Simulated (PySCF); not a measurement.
Species: magnesium dihydride, MgH₂.
SMILES with atom numbers: `[MgH2:1]` (hydrogens: H2, H3 on Mg1)

Computed by this run: PBE0-D3(BJ)/def2-TZVP geometry optimisation, gas phase in PySCF 2.14.0; density fitting, grid level 2; the optimiser is geomeTRIC in internal coordinates, started from a GFN2-xTB structure with every atom displaced at random (about 0.01 Å).

Step 0: E = -5472.7631 eV
```
atom  x, y, z in Å  |  force x, y, z in eV/Å
Mg1     0.0242   -0.0276    0.0008   -0.829   0.011  -0.006
H2     -1.6300   -0.0001   -0.0127   -0.552  -0.010   0.004
H3      1.6118   -0.0073   -0.0073    1.381  -0.002   0.002
```

**Question.** Estimate the geometry and energy of step 1. (The exact step hangs on the optimiser's Hessian estimate; all steps are aligned on step 0, rigid shifts and turns removed.)

**Answer.** E = -5472.8385 eV, largest force 0.477 eV/Å
```
atom  x, y, z in Å  |  force x, y, z in eV/Å
Mg1    -0.0132   -0.0220   -0.0018    0.370   0.025  -0.011
H2     -1.7294   -0.0028   -0.0116    0.108  -0.012   0.005
H3      1.7486   -0.0101   -0.0059   -0.477  -0.013   0.006
```

The energy changes by -0.0754 eV. The first-order estimate −F·Δx gives -0.2749 eV and the mean of the old and new forces, exact on a quadratic surface, -0.0927 eV. The step makes an angle of 21° with the force vector and moves no atom by more than 0.137 Å.

The cost below is that of the whole optimisation. On one thread of an Arm Neoverse V1, no GPU, shared host, this took 2.2 s wall and 0.25 GiB of memory at its peak.
